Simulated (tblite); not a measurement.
C2H4P (charge -1).
Z-matrix (Å and degrees, GFN2-xTB geometry), rows numbered from 1:
```
C 
C   1  1.3420
P   2  1.7577  1  129.71
H   1  1.0792  2  121.89  3    -0.04
H   1  1.0833  2  121.51  3   179.95
H   2  1.0901  1  118.46  3  -179.98
H   3  1.3747  2   95.29  1     0.06
```

The geometry is computed with GFN2-xTB (gas phase).

Take the most abundant isotopes and a rigid rotor. The values belong to one conformer with, in the numbering `[CH2:1]=[CH:2][PH-:3]`, C1–C2–P3–H 0°.

Q: What are A, B and C (MHz)?

A: Ia = 9.81, Ib = 87.44, Ic = 97.25 u·Å²; 505379 MHz·u·Å²/I gives A = 51495, B = 5780, C = 5197 MHz.

Q: What kind of rotor is it?

A: A near-prolate asymmetric top. Ray's parameter κ = (2B − A − C)/(A − C) = -0.975; −1 is the prolate and +1 the oblate limit.

Q: What does the inertial defect say?

A: Planar: Δ = Ic − Ia − Ib = 0.00 u·Å². For a rigid frame Δ = −2 Σ m c², so it vanishes when all atoms lie in the ab plane; here none is more than 0.01 Å from it.

Q: Give the coordinates in the principal-axis frame, origin at the centre of mass.

A: The sense of each axis is arbitrary; atoms in the order of the calculation.
| atom | mass (u) | a (Å) | b (Å) | c (Å) |
| --- | --- | --- | --- | --- |
| C1 | 12.000 | -1.744 | 0.263 | 0.000 |
| C2 | 12.000 | -0.621 | -0.470 | 0.000 |
| P3 | 30.974 | 1.059 | 0.048 | 0.000 |
| H4 | 1.008 | -1.721 | 1.342 | 0.000 |
| H5 | 1.008 | -2.723 | -0.201 | -0.001 |
| H6 | 1.008 | -0.710 | -1.557 | 0.000 |
| H7 | 1.008 | 0.776 | 1.394 | 0.001 |

Q: Where do the levels up to J = 5 lie, in MHz?

A: Above 0(0,0):
J = 1: 1(0,1) 10976, 1(1,1) 56692, 1(1,0) 57275
J = 2: 2(0,2) 32924, 2(1,2) 78061, 2(1,1) 79811, 2(2,1) 216957, 2(2,0) 216962
J = 3: 3(0,3) 65831, 3(1,3) 110112, 3(1,2) 113612, 3(2,2) 249886, 3(2,1) 249914, 3(3,1) 479924, 3(3,0) 479924
J = 4: 4(0,4) 109681, 4(1,4) 152841, 4(1,3) 158673, 4(2,3) 293788, 4(2,2) 293871, 4(3,2) 523841, 4(3,1) 523841, 4(4,1) 845879, 4(4,0) 845879
J = 5: 5(0,5) 164453, 5(1,5) 206241, 5(1,4) 214989, 5(2,4) 348658, 5(2,3) 348852, 5(3,3) 578742, 5(3,2) 578743, 5(4,2) 900773, 5(4,1) 900773, 5(5,1) 1314823, 5(5,0) 1314823
The levels of one J sum to (2J + 1)J(J + 1)(A + B + C)/3.

Its GFN2-xTB frequencies are all real (lowest 358 cm⁻¹). Zero-point vibration and centrifugal distortion are left out.
